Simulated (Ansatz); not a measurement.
This geometry of C$_{2}$H$_{4}$OS (8 atoms, charge 0, multiplicity 1) is a first-order saddle point.

The calculation used RKS PBE0-D4/def2-SVP in Ansatz 0.2.0.

```xyz
8
Properties=species:S:1:pos:R:3
C 0.132 0.732 -0.468
C -0.344 -0.499 0.261
O 0.120 -0.696 1.547
S 0.725 -1.922 0.462
H 0.539 1.440 0.268
H -0.697 1.216 -1.003
H 0.927 0.503 -1.190
H -1.401 -0.775 0.123
```

Which two structures does it join? (They come from a converged band through this point; their orientation in space is the band's.)

No bond is made or broken. The dihedral H7–C1–C2–S4 goes from -35 to 86°. The two ends are copies of one structure, up to a mirror image or an exchange of like atoms.

Initial state:

```xyz
8
Properties=species:S:1:pos:R:3
C 0.130 0.734 -0.451
C -0.332 -0.439 0.354
O 0.494 -0.879 1.366
S 0.383 -2.055 0.079
H -0.047 1.661 0.118
H -0.426 0.803 -1.397
H 1.204 0.645 -0.665
H -1.406 -0.471 0.598
```

Final state:

```xyz
8
Properties=species:S:1:pos:R:3
C 0.147 0.731 -0.450
C -0.320 -0.540 0.184
O -0.245 -0.628 1.557
S 0.870 -1.732 0.788
H 1.066 1.082 0.038
H -0.634 1.502 -0.342
H 0.336 0.587 -1.524
H -1.219 -1.002 -0.252
```

How far does it lie above each of them?

0.134 eV above the first and 0.134 eV above the second. This is the barrier of this one path; another mechanism may lie lower.

The run took 84 s on 1 thread of Arm Neoverse V1, with other jobs on the host, peak memory 0.25 GiB.
